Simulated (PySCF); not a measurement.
2-cyanoacetamide, C3H4N2O.
Bonds: N1–C2 (triple), C2–C3, C3–C4, C4–N5, C4–O6 (double). Hydrogens: H7, H8 on C3; H9, H10 on N5.

Theory: PBE0-D3(BJ)/def2-SVP geometry optimisation, gas phase (PySCF).

Task: What internal coordinates does the optimisation give?

Result: 
```json
{"bond": "N1≡C2", "length (Å)": "1.158"}
{"bond": "C2–C3", "length (Å)": "1.452"}
{"bond": "C3–C4", "length (Å)": "1.539"}
{"bond": "C4–N5", "length (Å)": "1.349"}
{"bond": "C4=O6", "length (Å)": "1.209"}
{"bond": "C3–H7, C3–H8", "length (Å)": "1.101"}
{"bond": "N5–H9", "length (Å)": "1.011"}
{"bond": "N5–H10", "length (Å)": "1.011"}
```

Bonds in one row agree within 0.01 Å and their mean is given. A selection of angles:
```json
{"angle": "N1–C2–C3", "degrees": "176.6"}
{"angle": "C2–C3–C4", "degrees": "115.8"}
{"angle": "C2–C3–H7", "degrees": "109.8"}
{"angle": "C4–C3–H7", "degrees": "107.2"}
{"angle": "H7–C3–H8", "degrees": "106.7"}
{"angle": "C3–C4–N5", "degrees": "116.0"}
{"angle": "C3–C4–O6", "degrees": "119.2"}
{"angle": "N5–C4–O6", "degrees": "124.8"}
{"angle": "C4–N5–H9", "degrees": "122.5"}
{"angle": "C4–N5–H10", "degrees": "118.0"}
{"angle": "H9–N5–H10", "degrees": "119.4"}
```

Dihedral angles: C2–C3–C4–N5 -4° (synperiplanar). The mirror-image conformer, all signs reversed, is as good.

Of the pairs four or more bonds apart, C2···H9 is among the closest relative to their van der Waals radii: 2.36 Å, 81 % of the sum of Bondi's values. The C–C distances run from 1.452 Å (C2–C3, drawn single) to 1.539 Å (C3–C4, drawn single), a spread of 0.087 Å. N5 (amide nitrogen) is planar (angles 122.5°, 119.4° and 118.0°, sum 359.9°, 0.02 Å off the plane of its three neighbours). The 2 C–N bonds span 1.158 Å (N1≡C2, drawn triple) to 1.349 Å (C4–N5, drawn single), a spread of 0.191 Å.

Point group: near Cs, missed by 0.11 Å at most; the miss may be what the optimiser left on a soft mode. PBE0-D3(BJ)/def2-SVP frequencies: not computed here. The numbers are those of one conformer (C2–C3–C4–N5 -4°, C3–C4–N5–H 2° and 179°).
